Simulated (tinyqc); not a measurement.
Inside a calculation. Method: extended Hueckel theory, for PH2+. The parameters take no account of the charge, which enters only through the electron count. One step of it, computed by the program tinyqc.

Task: Wolfsberg-Helmholz matrix. H_ij = K' S_ij (H_ii + H_jj)/2 for i != j (the diagonal keeps H_ii), with K' = 2.

overlap S, lower triangle:
```
,1P 3s,1P 3px,1P 3py,1P 3pz,2H 1s,3H 1s
1P 3s,1.000000
1P 3px,0.000000,1.000000
1P 3py,0.000000,0.000000,1.000000
1P 3pz,0.000000,0.000000,0.000000,1.000000
2H 1s,0.443254,0.000000,0.467784,0.319948,1.000000
3H 1s,0.443254,0.000000,-0.467784,0.319948,0.078092,1.000000
```

diagonal H_ii (eV): 1P 3s -18.600000, 1P 3px -14.000000, 1P 3py -14.000000, 1P 3pz -14.000000, 2H 1s -13.600000, 3H 1s -13.600000

K = 2.000000

Give: H.

Result:

H (eV), lower triangle:
```
,1P 3s,1P 3px,1P 3py,1P 3pz,2H 1s,3H 1s
1P 3s,-18.6000
1P 3px,0.0000,-14.0000
1P 3py,0.0000,0.0000,-14.0000
1P 3pz,0.0000,0.0000,0.0000,-14.0000
2H 1s,-14.2728,0.0000,-12.9108,-8.8306,-13.6000
3H 1s,-14.2728,0.0000,12.9108,-8.8306,-2.1241,-13.6000
```
